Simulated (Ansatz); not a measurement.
System: SiO, charge 0, triplet. This triplet is an excited state, 4.2 eV above the singlet at CCSD(T)/cc-pV(5+d)Z (Ansatz, a first-principles code). SiO (SMILES O=[Si], triplet).
B3LYP-D3(BJ)/def2-TZVP minimum from Ansatz:
```
Si
O 1 1.5739
```
Charge 0, spin multiplicity 3.

Hartree-Fock and MP2 correlation energies in hartree (Ansatz). Radicals and triplets start from unrestricted determinants; spin-orbit coupling is neglected. Cores are frozen in correlated methods. No relativity. The UHF reference of OSi (O=[Si], triplet) is spin-contaminated (<S^2> up to 0.06 over the pure value in the sets run). The determinant of OSi (O=[Si], triplet) is a saddle point of the SCF energy; a lower one exists, which strains HF and MP2. The spin of OSi (O=[Si], triplet) was assumed, and the state is the lowest solution found for it.

```tsv
basis	X	E(HF)	E(corr, MP2)
cc-pV(T+d)Z	3	-363.71480	-0.29668
cc-pV(Q+d)Z	4	-363.72517	-0.32059
cc-pV(5+d)Z	5	-363.72746	withheld
```

Task: Fit E(corr) = E∞ + A/X³ to X = 3 and 4, predict X = 5, and compare with the run.

Result: A = (-0.29668 - (-0.32059))/(1/27 - 1/64) = 1.1167; E∞ = -0.32059 - A/64 = -0.33804; at X = 5, E∞ + A/125 = -0.32910. The run gave -0.33081, 1.71 mEh below the prediction. The same form on X = 4 and 5 gives E∞ = -0.34153, 3.49 mEh below the first estimate.
